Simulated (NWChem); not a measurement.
Ionisation of benzene (C6H6)

```
C
H 1 1.0933
C 1 1.3988 2 120.00
H 3 1.0933 1 120.00 2 0.00
C 3 1.3988 4 120.00 1 180.00
H 5 1.0933 3 120.00 4 0.00
C 1 1.3989 2 120.00 3 180.00
H 7 1.0933 1 120.00 2 0.00
C 7 1.3988 8 120.00 1 180.00
H 9 1.0933 7 120.00 8 0.00
C 9 1.3988 10 120.00 7 180.00
H 11 1.0933 9 120.00 10 0.00
```
Charge 0, spin multiplicity 1.

Everything below was run with NWChem. All single points use one geometry, from B3LYP/def2-SVP, held to D2h symmetry and with no frequency check, so it may be a saddle point.

Basis set: def2-SVP. −ε marks an orbital energy of the parent.

B3LYP has NWChem's definition, with VWN1-RPA local correlation.

**Question.** Order these methods by the first vertical ionisation energy they give, lowest first: −ε(HOMO) of HF, −ε(HOMO) of PBE, G0W0@PBE, −ε(HOMO) of BLYP, G0W0@PBE0.

**Answer.** −ε(HOMO) of BLYP (5.97 eV), −ε(HOMO) of PBE (6.22 eV), G0W0@PBE (8.49 eV), G0W0@PBE0 (8.72 eV), −ε(HOMO) of HF (9.17 eV)
